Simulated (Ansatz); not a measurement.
A made-up structure of CH2N (charge +1), closed shell:

C1  (0.275, -0.467, 0.286)
N2  (-0.292, 0.496, -0.304)
H3  (0.819, -1.392, 0.853)
H4  (-0.802, 1.363, -0.835)
(Å)

It is relaxed with PBE-D4/def2-SVP and then PBE0-D4/def2-TZVP (Ansatz 0.2.0). Atoms count as bonded within 1.22 times the sum of their covalent radii (H–H: 0.88 Å). The end point is not checked to be a true minimum.

(1) Does its bonding change? (A judgement: the text doesn't fix the answer.)

## Answers

(1) Computed: No: no bond forms or breaks.

Where it ends: The first stage lowers the energy by 1.02 eV in 4 steps. It ends as CH₂N ([CH][NH]), total charge +1:
```tsv
atom	x (Å)	y (Å)	z (Å)
C1	0.2454	-0.4171	0.2556
N2	-0.2606	0.4430	-0.2716
H3	0.7310	-1.2425	0.7615
H4	-0.7158	1.2166	-0.7456
```

Labels in which every atom is bracketed show which atoms are joined, not bond orders.

For scale, one of the runs: PBE0-D4/def2-TZVP relaxation, 74 basis functions, launched by `ansatz run in.yaml --threads 2 --pin off --events-out ev --progress --plain --max-ram 4352MiB`. Hardware: 2 CPU threads of an Arm Neoverse V2, shared host. Wall time about 2.3 s.
